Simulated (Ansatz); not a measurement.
Chalcopyrite ZnGeP2 was calculated with PBE-D3(BJ) (PAW; Ansatz, a quantum-chemistry and plane-wave program).

Numerical settings: plane-wave cutoff 500 eV, 8×8×8 k mesh, gaussian smearing 0.02 eV, scalar-relativistic PAW data made under PBE.

Computed at the level's own relaxed cell.

Q: What does this level give for the volume per atom, equilibrium lattice constant a, c axis length and band gap?

A: 
- volume per atom: 19.75 Å³/atom
- equilibrium lattice constant a: 5.430 Å
- c axis length: 10.717 Å
- band gap: 1.23 eV (on the SCF k mesh)

Measured, for comparison: band gap 2.05 eV (temperature not stated, no zero-point or thermal correction, pseudodirect, our sources range from 1.80 to 2.20; as tabulated in Rashkeev et al. (1999), arXiv:cond-mat/9809378); lattice constant a 5.463 Å, lattice parameter c 10.74 Å (temperature not stated, no zero-point or thermal correction; as tabulated in Rashkeev et al. (1999), arXiv:cond-mat/9809378). Computed (rounded) less measured: lattice constant a -0.6 %, lattice parameter c -0.2 %. A static lattice is as a rule a little smaller and stiffer than an uncorrected measurement, which narrows the difference in the lattice constant a and would widen misses of the other sign.

Spin–orbit coupling is not included.

Cost on a shared machine: around 5 core-minutes (rough).
